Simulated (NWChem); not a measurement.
System: formaldehyde (CH2O); SMILES C=O

Here is an NWChem input.

```
start job
memory heap 200 mb stack 900 mb global 1100 mb
geometry units angstroms
  C      0.000000     0.000000     0.520248
  O      0.000000     0.000000    -0.675823
  H      0.000000    -0.944428     1.122116
  H      0.000000     0.944428     1.122116
end
basis spherical
  * library 6-31g*
end
dft
  xc b3lyp
  iterations 150
end
driver
  maxiter 120
end
task dft optimize
task dft freq
```

Output (shortened):

```
             Northwest Computational Chemistry Package (NWChem) 7.3.0
             --------------------------------------------------------

 C2V symmetry detected

                             Geometry "geometry" -> ""
                             -------------------------

 Output coordinates in angstroms (scale by  1.889725989 to convert to a.u.)

  No.       Tag          Charge          X              Y              Z
 ---- ---------------- ---------- -------------- -------------- --------------
    1 C                    6.0000     0.00000000     0.00000000     0.52280200
    2 O                    8.0000     0.00000000     0.00000000    -0.67326900
    3 H                    1.0000     0.00000000    -0.94442800     1.12467000
    4 H                    1.0000     0.00000000     0.94442800     1.12467000

 Effective nuclear repulsion energy (a.u.)      31.3560320609

      Symmetry information
      --------------------

 Group name             C2v
 Group number             16
 Group order               4
 No. of unique centers     3

                                Z-matrix (autoz)
                                --------

 Units are Angstrom for bonds and degrees for angles

      Type          Name      I     J     K     L     M      Value
      ----------- --------  ----- ----- ----- ----- ----- ----------
    1 Stretch                  1     2                       1.19607
    2 Stretch                  1     3                       1.11991
    3 Stretch                  1     4                       1.11991
    4 Bend                     2     1     3               122.50867
    5 Bend                     2     1     4               122.50867
    6 Bend                     3     1     4               114.98265
    7 Torsion                  2     1     3     4         180.00000
    8 Torsion                  2     1     4     3         180.00000
    9 Torsion                  3     1     2     4         180.00000
   10 Torsion                  2     4     1     3         180.00000
   11 Torsion                  3     2     1     4         180.00000
   12 Torsion                  2     3     1     4         180.00000

                           NWChem Geometry Optimization
                           ----------------------------

 maximum gradient threshold         (gmax) =   0.000450
 rms gradient threshold             (grms) =   0.000300
 maximum cartesian step threshold   (xmax) =   0.001800
 rms cartesian step threshold       (xrms) =   0.001200
 fixed trust radius                (trust) =   0.300000
 source of zmatrix                         =   autoz

          -------------------
          Energy Minimization
          -------------------

 Using diagonal initial Hessian
 Scaling for Hessian diagonals: bonds = 1.00  angles = 0.25  torsions = 0.10

          --------
          Step   0

                                 NWChem DFT Module
                                 -----------------

 Summary of "ao basis" -> "ao basis" (spherical)
 ------------------------------------------------------------------------------
       Tag                 Description            Shells   Functions and Types
 ---------------- ------------------------------  ------  ---------------------
 C                           6-31g*                  6       14   3s2p1d
 O                           6-31g*                  6       14   3s2p1d
 H                           6-31g*                  2        2   2s

      Symmetry analysis of basis
      --------------------------

        a1         16
        a2          2
        b1          6
        b2          8

            General Information
            -------------------
          SCF calculation type: DFT
          Wavefunction type:  closed shell.
          No. of atoms     :     4
          No. of electrons :    16
           Alpha electrons :     8
            Beta electrons :     8
          Charge           :     0
          Spin multiplicity:     1
          Use of symmetry is: on ; symmetry adaption is: on
          Maximum number of iterations: 150
          AO basis - number of functions:    32
                     number of shells:    16
          Convergence on energy requested:  1.00D-06
          Convergence on density requested:  1.00D-05
          Convergence on gradient requested:  5.00D-04

              XC Information
              --------------
                         B3LYP Method XC Potential
                     Hartree-Fock (Exact) Exchange  0.200
                        Slater Exchange Functional  0.800 local
                    Becke 1988 Exchange Functional  0.720 non-local
              Lee-Yang-Parr Correlation Functional  0.810
                  VWN I RPA Correlation Functional  0.190 local

             Grid Information
             ----------------
          Grid used for XC integration:  medium
          Radial quadrature: Mura-Knowles
          Angular quadrature: Lebedev.
          Tag              B.-S. Rad. Rad. Pts. Rad. Cut. Ang. Pts.
          ---              ---------- --------- --------- ---------
          C                   0.70       49           6.0       434
          O                   0.60       49           7.0       434
          H                   0.35       45           7.0       434
          Grid pruning is: on
          Number of quadrature shells:   143
          Spatial weights used:  Erf1

      Superposition of Atomic Density Guess
      -------------------------------------

 Sum of atomic energies:        -113.41107146

      Non-variational initial energy
      ------------------------------

 Total energy =    -114.104088
 1-e energy   =    -216.275906
 2-e energy   =      70.815786
 HOMO         =      -0.318381
 LUMO         =      -0.021087

      Symmetry analysis of molecular orbitals - initial
      -------------------------------------------------

  Numbering of irreducible representations:

     1 a1          2 a2          3 b1          4 b2

  Orbital symmetries:

     1 a1          2 a1          3 a1          4 a1          5 b2
     6 a1          7 b1          8 b2          9 b1         10 a1
    11 b2         12 a1         13 b1         14 b2         15 a1
    16 a1         17 b2         18 a1

   convergence    iter        energy       DeltaE   RMS-Dens  Diis-err
 ---------------- ----- ----------------- --------- --------- ---------
 d= 0,ls=0.0,diis     1   -114.4074439363 -1.46D+02  4.54D-02  7.09D-01
 d= 0,ls=0.0,diis     2   -114.1177127496  2.90D-01  3.09D-02  3.72D+00
 d= 0,ls=0.0,diis     3   -114.4969150074 -3.79D-01  2.77D-03  9.22D-03
 d= 0,ls=0.0,diis     4   -114.4976076151 -6.93D-04  1.37D-03  3.12D-03
 d= 0,ls=0.0,diis     5   -114.4979726341 -3.65D-04  1.16D-04  2.21D-05
  Resetting Diis
 d= 0,ls=0.0,diis     6   -114.4979755629 -2.93D-06  2.68D-05  1.37D-06
 d= 0,ls=0.0,diis     7   -114.4979756990 -1.36D-07  6.18D-06  1.38D-08

         Total DFT energy =     -114.497975698987
      One electron energy =     -217.624942411891
           Coulomb energy =       86.485500249676
    Exchange-Corr. energy =      -14.714565597646
 Nuclear repulsion energy =       31.356032060874

 Numeric. integr. density =       16.000000265558

                  Occupations of the irreducible representations
                  ----------------------------------------------

                     irrep           alpha         beta
                     --------     --------     --------
                     a1                5.0          5.0
                     a2                0.0          0.0
                     b1                1.0          1.0
                     b2                2.0          2.0

                       DFT Final Molecular Orbital Analysis
                       ------------------------------------

 Vector    6  Occ=2.000000D+00  E=-4.506174D-01  Symmetry=a1
              MO Center=  4.0D-16, -6.9D-15, -5.1D-01, r^2= 1.0D+00
   Bfn.  Coefficient  Atom+Function         Bfn.  Coefficient  Atom+Function
  ----- ------------  ---------------      ----- ------------  ---------------
    19      0.521966  2 O  pz                 5     -0.361830  1 C  pz
    20     -0.351908  2 O  s                 23      0.268433  2 O  pz
    16     -0.181682  2 O  s                 15      0.082846  2 O  s
    29     -0.080688  3 H  s                 31     -0.080688  4 H  s
    30     -0.078808  3 H  s                 32     -0.078808  4 H  s

 Vector    7  Occ=2.000000D+00  E=-4.026500D-01  Symmetry=b1
              MO Center= -5.5D-16, -6.1D-18, -2.4D-01, r^2= 9.4D-01
   Bfn.  Coefficient  Atom+Function         Bfn.  Coefficient  Atom+Function
  ----- ------------  ---------------      ----- ------------  ---------------
    17      0.509743  2 O  px                 3      0.360704  1 C  px
    21      0.312391  2 O  px                 7      0.205857  1 C  px
    27     -0.033684  2 O  d  1              13      0.028432  1 C  d  1

[...]

      ----------------------
      Optimization converged
      ----------------------

  Step       Energy      Delta E   Gmax     Grms     Xrms     Xmax
  ---- ---------------- -------- -------- -------- -------- --------
@    3    -114.49821758 -6.7D-07  0.00005  0.00003  0.00067  0.00141
                                     ok       ok       ok       ok

                                Z-matrix (autoz)
                                --------

 Units are Angstrom for bonds and degrees for angles

      Type          Name      I     J     K     L     M      Value     Gradient
      ----------- --------  ----- ----- ----- ----- ----- ---------- ----------
    1 Stretch                  1     2                       1.20640   -0.00005
    2 Stretch                  1     3                       1.11055   -0.00003
    3 Stretch                  1     4                       1.11055   -0.00003
    4 Bend                     2     1     3               122.39321    0.00002
    5 Bend                     2     1     4               122.39321    0.00002
    6 Bend                     3     1     4               115.21358   -0.00005
    7 Torsion                  2     1     3     4         180.00000    0.00000
    8 Torsion                  2     1     4     3         180.00000    0.00000
    9 Torsion                  3     1     2     4         180.00000    0.00000
   10 Torsion                  2     4     1     3         180.00000    0.00000
   11 Torsion                  3     2     1     4         180.00000    0.00000
   12 Torsion                  2     3     1     4         180.00000    0.00000

                         Geometry "geometry" -> "geometry"
                         ---------------------------------

 Output coordinates in angstroms (scale by  1.889725989 to convert to a.u.)

  No.       Tag          Charge          X              Y              Z
 ---- ---------------- ---------- -------------- -------------- --------------
    1 C                    6.0000     0.00000000     0.00000000     0.52884296
    2 O                    8.0000     0.00000000     0.00000000    -0.67756057
    3 H                    1.0000     0.00000000    -0.93774046     1.12379531
    4 H                    1.0000     0.00000000     0.93774046     1.12379531

 Effective nuclear repulsion energy (a.u.)      31.2240495899

      Symmetry information
      --------------------

 Group name             C2v
 Group number             16
 Group order               4
 No. of unique centers     3

                Final and change from initial internal coordinates
                --------------------------------------------------

                                Z-matrix (autoz)
                                --------

 Units are Angstrom for bonds and degrees for angles

      Type          Name      I     J     K     L     M      Value       Change
      ----------- --------  ----- ----- ----- ----- ----- ---------- ----------
    1 Stretch                  1     2                       1.20640    0.01033
    2 Stretch                  1     3                       1.11055   -0.00935
    3 Stretch                  1     4                       1.11055   -0.00935
    4 Bend                     2     1     3               122.39321   -0.11546
    5 Bend                     2     1     4               122.39321   -0.11546
    6 Bend                     3     1     4               115.21358    0.23092
    7 Torsion                  2     1     3     4         180.00000    0.00000
    8 Torsion                  2     1     4     3         180.00000    0.00000
    9 Torsion                  3     1     2     4         180.00000    0.00000
   10 Torsion                  2     4     1     3         180.00000    0.00000
   11 Torsion                  3     2     1     4         180.00000    0.00000
   12 Torsion                  2     3     1     4         180.00000    0.00000

 ==============================================================================
                                internuclear distances
 ------------------------------------------------------------------------------
       center one      |      center two      | atomic units |  angstroms
 ------------------------------------------------------------------------------
    2 O                |   1 C                |     2.27977  |     1.20640
    3 H                |   1 C                |     2.09864  |     1.11055
    4 H                |   1 C                |     2.09864  |     1.11055
 ------------------------------------------------------------------------------
                         number of included internuclear distances:          3
 ==============================================================================

[...]

 Rotational Constants
 --------------------
 A=   9.510857 cm-1  ( 13.683696 K)
 B=   1.288857 cm-1  (  1.854336 K)
 C=   1.135043 cm-1  (  1.633037 K)

 Temperature                      =   298.15K
 frequency scaling parameter      =   1.0000

 Zero-Point correction to Energy  =   16.825 kcal/mol  (  0.026813 au)
 Thermal correction to Energy     =   18.623 kcal/mol  (  0.029678 au)
 Thermal correction to Enthalpy   =   19.215 kcal/mol  (  0.030622 au)

 Total Entropy                    =   52.214 cal/mol-K
   - Translational                =   36.114 cal/mol-K (mol. weight =  30.0106)
   - Rotational                   =   16.017 cal/mol-K (symmetry #  =        2)
   - Vibrational                  =    0.083 cal/mol-K

 Cv (constant volume heat capacity) =    6.406 cal/mol-K
   - Translational                  =    2.979 cal/mol-K
   - Rotational                     =    2.979 cal/mol-K
   - Vibrational                    =    0.447 cal/mol-K

[normal modes left out]

 ----------------------------------------------------------------------------
 Normal Eigenvalue ||           Projected Infra Red Intensities
  Mode   [cm**-1]  || [atomic units] [(debye/angs)**2] [(KM/mol)] [arbitrary]
 ------ ---------- || -------------- ----------------- ---------- -----------
    1       -0.000 ||    0.007869           0.182         7.671       2.482
    2       -0.000 ||    0.000011           0.000         0.010       0.003
    3       -0.000 ||    0.000000           0.000         0.000       0.000
    4       -0.000 ||    0.008584           0.198         8.368       2.707
    5        0.000 ||    0.007170           0.165         6.990       2.261
    6        0.000 ||    0.005995           0.138         5.844       1.891
    7     1197.900 ||    0.001420           0.033         1.384       0.448
    8     1277.790 ||    0.013112           0.303        12.782       4.135
    9     1562.102 ||    0.006519           0.150         6.355       2.056
   10     1852.591 ||    0.102022           2.354        99.456      32.175
   11     2916.872 ||    0.057916           1.336        56.459      18.265
   12     2967.789 ||    0.169880           3.919       165.607      53.576
 ----------------------------------------------------------------------------
```

Level: B3LYP/6-31G* (spherical d).
